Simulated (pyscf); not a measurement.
Thermochemistry of product channels of SiH₃• (SMILES [SiH3]) + H₂C=CH₂ (SMILES C=C) on the doublet surface, in kJ/mol, from ωB97M-D3(BJ)/def2-TZVP energies (ideal gas, 1 atm, RRHO with modes under 100 cm⁻¹ raised to 100, one conformer, R ln 2 for rigid chiral ones). Structures and frequencies: ωB97X-D3(BJ)/def2-SVP in PySCF.

| products | ΔE | ΔH(298 K) | ΔG(900 K) | ΔG(1200 K) |
|---|---|---|---|---|
| H₂C=CH–SiH₂• (SMILES C=C[SiH2]) + H₂ (SMILES [H][H]) | … | +5.9 | +9.7 | +7.1 |
| •H₂C–CH₂–SiH₃ (SMILES [CH2]C[SiH3]) | -101.1 | -96.6 | +16.8 | … |

### Question
Some entries are withheld; supply them.

### Answer

- H₂C=CH–SiH₂• (SMILES C=C[SiH2]) + H₂ (SMILES [H][H]), ΔE: +16.5
- •H₂C–CH₂–SiH₃ (SMILES [CH2]C[SiH3]), ΔG(1200 K): +50.9

The channel to •H₂C–CH₂–SiH₃ turns unfavourable between 298 and 1200 K (ΔG from -57.4 kJ/mol to +50.9 kJ/mol).

These are energies of the channels, which say nothing of barriers. •H₂C–CH₂–SiH₃ lies 83.9 kJ/mol over its isomer H₃C–SiH•–CH₃, and others may lie lower still (electronic energy, ωB97M-D3(BJ)).
